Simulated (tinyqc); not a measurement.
Worked calculation (part 2 of 2): UHF in the sto-3g basis, for HF, spin multiplicity 1. This run ends on a higher stationary point, not on the lowest solution. Computed by tinyqc, a small Python program that keeps every step (integrals from PySCF). Command: `OMP_NUM_THREADS=1 python tinyqc.py 24266 24267 out.jsonl` (the two numbers bound the seeds that draw the settings). One thread of a shared host (Intel(R) Xeon(R) Processor @ 2.60GHz), about 0.1 s of CPU time with the checks.

Geometry (angstrom):
```
atom         x         y         z
F     0.000000  0.000000  0.000000
H     0.000000  0.000000  1.688000
```

## Iteration 15 (converged): orbitals

converged F(alpha) (hartree), order 1F 1s, 1F 2s, 1F 2px, 1F 2py, 1F 2pz, 2H 1s:
```
[[-25.923824, -6.626187, 0.000000, 0.000000, -0.007789, -0.241398],
 [-6.626187, -3.008057, 0.000000, 0.000000, 0.002075, -0.278362],
 [0.000000, 0.000000, -0.466032, 0.000000, 0.000000, 0.000000],
 [0.000000, 0.000000, 0.000000, -0.466032, 0.000000, 0.000000],
 [-0.007789, 0.002075, 0.000000, 0.000000, -0.144772, -0.271205],
 [-0.241398, -0.278362, 0.000000, 0.000000, -0.271205, -0.148401]]
```

converged F(beta) (hartree), order 1F 1s, 1F 2s, 1F 2px, 1F 2py, 1F 2pz, 2H 1s:
```
[[-25.923825, -6.626188, 0.000000, 0.000000, -0.007789, -0.241398],
 [-6.626188, -3.008063, 0.000000, 0.000000, 0.002075, -0.278362],
 [0.000000, 0.000000, -0.466034, 0.000000, 0.000000, 0.000000],
 [0.000000, 0.000000, 0.000000, -0.466034, 0.000000, 0.000000],
 [-0.007789, 0.002075, 0.000000, 0.000000, -0.144799, -0.271204],
 [-0.241398, -0.278362, 0.000000, 0.000000, -0.271204, -0.148380]]
```

X, order 1F 1s, 1F 2s, 1F 2px, 1F 2py, 1F 2pz, 2H 1s:
```
[[1.022252, -0.124055, 0.000000, 0.000000, -0.000608, 0.006240],
 [-0.124055, 1.027292, 0.000000, 0.000000, 0.004816, -0.058604],
 [0.000000, 0.000000, 1.000000, 0.000000, 0.000000, 0.000000],
 [0.000000, 0.000000, 0.000000, 1.000000, 0.000000, 0.000000],
 [-0.000608, 0.004816, 0.000000, 0.000000, 1.004520, -0.055254],
 [0.006240, -0.058604, 0.000000, 0.000000, -0.055254, 1.009465]]
```

Diagonalise F' = X^T F X, C = X C', fill 5 alpha and 5 beta electrons from the bottom; D(s) = C_occ C_occ^T. Each column has its largest component positive (the first on a tie).

F' = X^T F X (alpha) (hartree):
```
[[-25.458730, -3.378749, 0.000000, 0.000000, -0.013328, 0.000488],
 [-3.378749, -1.854879, 0.000000, 0.000000, 0.023443, -0.142339],
 [0.000000, 0.000000, -0.466032, 0.000000, 0.000000, 0.000000],
 [0.000000, 0.000000, 0.000000, -0.466032, 0.000000, 0.000000],
 [-0.013328, 0.023443, 0.000000, 0.000000, -0.116310, -0.261207],
 [0.000488, -0.142339, 0.000000, 0.000000, -0.261207, -0.097993]]
```

orbital energies (alpha) (hartree): [-25.932873, -1.396085, -0.466032, -0.466032, -0.362394, 0.163439]

coefficients C (alpha), order 1F 1s, 1F 2s, 1F 2px, 1F 2py, 1F 2pz, 2H 1s:
```
[[0.995098, -0.262752, 0.000000, 0.000000, 0.023191, 0.025155],
 [0.019867, 1.022099, 0.000000, 0.000000, -0.115174, -0.125818],
 [0.000000, 0.000000, 0.915805, 0.401624, 0.000000, 0.000000],
 [0.000000, 0.000000, -0.401624, 0.915805, 0.000000, 0.000000],
 [0.000420, 0.001520, 0.000000, 0.000000, 0.694732, -0.727655],
 [-0.001229, 0.050861, 0.000000, 0.000000, 0.650485, 0.774484]]
```

F' = X^T F X (beta) (hartree):
```
[[-25.458731, -3.378750, 0.000000, 0.000000, -0.013328, 0.000489],
 [-3.378750, -1.854884, 0.000000, 0.000000, 0.023444, -0.142340],
 [0.000000, 0.000000, -0.466034, 0.000000, 0.000000, 0.000000],
 [0.000000, 0.000000, 0.000000, -0.466034, 0.000000, 0.000000],
 [-0.013328, 0.023444, 0.000000, 0.000000, -0.116337, -0.261207],
 [0.000489, -0.142340, 0.000000, 0.000000, -0.261207, -0.097972]]
```

orbital energies (beta) (hartree): [-25.932873, -1.396090, -0.466034, -0.466034, -0.362398, 0.163437]

coefficients C (beta), order 1F 1s, 1F 2s, 1F 2px, 1F 2py, 1F 2pz, 2H 1s:
```
[[0.995098, -0.262752, 0.000000, 0.000000, 0.023189, 0.025156],
 [0.019867, 1.022099, 0.000000, 0.000000, -0.115167, -0.125823],
 [0.000000, 0.000000, 0.927996, 0.372591, 0.000000, 0.000000],
 [0.000000, 0.000000, -0.372591, 0.927996, 0.000000, 0.000000],
 [0.000420, 0.001519, 0.000000, 0.000000, 0.694766, -0.727622],
 [-0.001229, 0.050860, 0.000000, 0.000000, 0.650449, 0.774515]]
```

D(alpha) after iteration 15, order 1F 1s, 1F 2s, 1F 2px, 1F 2py, 1F 2pz, 2H 1s:
```
[[1.059796, -0.251460, 0.000000, 0.000000, 0.016130, 0.000499],
 [-0.251460, 1.058345, 0.000000, 0.000000, -0.078454, -0.022958],
 [0.000000, 0.000000, 1.000000, 0.000000, 0.000000, 0.000000],
 [0.000000, 0.000000, 0.000000, 1.000000, 0.000000, 0.000000],
 [0.016130, -0.078454, 0.000000, 0.000000, 0.482656, 0.451990],
 [0.000499, -0.022958, 0.000000, 0.000000, 0.451990, 0.425720]]
```

D(beta) after iteration 15, order 1F 1s, 1F 2s, 1F 2px, 1F 2py, 1F 2pz, 2H 1s:
```
[[1.059796, -0.251459, 0.000000, 0.000000, 0.016130, 0.000497],
 [-0.251459, 1.058344, 0.000000, 0.000000, -0.078453, -0.022951],
 [0.000000, 0.000000, 1.000000, 0.000000, 0.000000, 0.000000],
 [0.000000, 0.000000, 0.000000, 1.000000, 0.000000, 0.000000],
 [0.016130, -0.078453, 0.000000, 0.000000, 0.482703, 0.451987],
 [0.000497, -0.022951, 0.000000, 0.000000, 0.451987, 0.425673]]
```

Within a degenerate level the vectors are fixed only up to a rotation; this is one choice.

## Convergence

Stop when the energy changes by less than 1e-09 hartree and every element of the error matrix X^T (F D S - S D F) X (for each spin) is below 9e-06.

Course of the cycle:
```
iteration   E (hartree)     change  largest element of the error matrix
1          -97.43757713          -                             4.50e-01
2          -98.11138488  -6.74e-01                             2.21e-01
3          -98.30164754  -1.90e-01                             1.55e-01
4          -98.34645463  -4.48e-02                             9.32e-02
5          -98.36402760  -1.76e-02                             5.24e-02
6          -98.35806008   5.97e-03                             4.38e-02
7          -98.34747137   1.06e-02                             7.25e-03
8          -98.34807937  -6.08e-04                             1.04e-02
9          -98.34764613   4.33e-04                             1.51e-03
10         -98.34764587   2.56e-07                             5.79e-04
11         -98.34764571   1.59e-07                             2.68e-05
12         -98.34764572  -1.46e-09                             1.07e-05
13         -98.34764572   6.74e-11                             9.62e-06
14         -98.34764572  -2.93e-10                             1.16e-05
15         -98.34764572   5.03e-10                             7.04e-06
```

PySCF UHF in the same basis, after a stability check = -98.46214489 hartree

Converged in 15 iterations. But the solution lies 0.11450 hartree above the reference: it is another stationary point, not the lowest one. Reruns (cap 100 unless said): DIIS 8: converged in 11 to a higher stationary point; damping 0.5: converged in 43; level shift 0.5: converged in 29; atomic densities as start, DIIS 8: converged in 8 to a higher stationary point.

## Populations, bond orders and dipole

overlap S, order 1F 1s, 1F 2s, 1F 2px, 1F 2py, 1F 2pz, 2H 1s:
```
[[1.000000, 0.237990, 0.000000, 0.000000, 0.000000, 0.008458],
 [0.237990, 1.000000, 0.000000, 0.000000, 0.000000, 0.112766],
 [0.000000, 0.000000, 1.000000, 0.000000, 0.000000, 0.000000],
 [0.000000, 0.000000, 0.000000, 1.000000, 0.000000, 0.000000],
 [0.000000, 0.000000, 0.000000, 0.000000, 1.000000, 0.108788],
 [0.008458, 0.112766, 0.000000, 0.000000, 0.108788, 1.000000]]
```

Mulliken: Z minus the diagonal of D S on the atom; Loewdin: the same with S^(1/2) D S^(1/2); Mayer order: 2 sum_s sum (D(s) S)_ij (D(s) S)_ji over the two atoms.

Charges (e):
```
atom   Mulliken    Loewdin  Mulliken spin
1F    -0.055435  -0.052061      -0.000047
2H     0.055435   0.052061       0.000047
```

Mayer bond orders:
```
pair     order
2-1   0.996927
```

dipole moment about the origin, x y z (debye): [0.000000, 0.000000, 0.820851]

<S^2> of the determinant (pure state: 0) = 2.18e-09
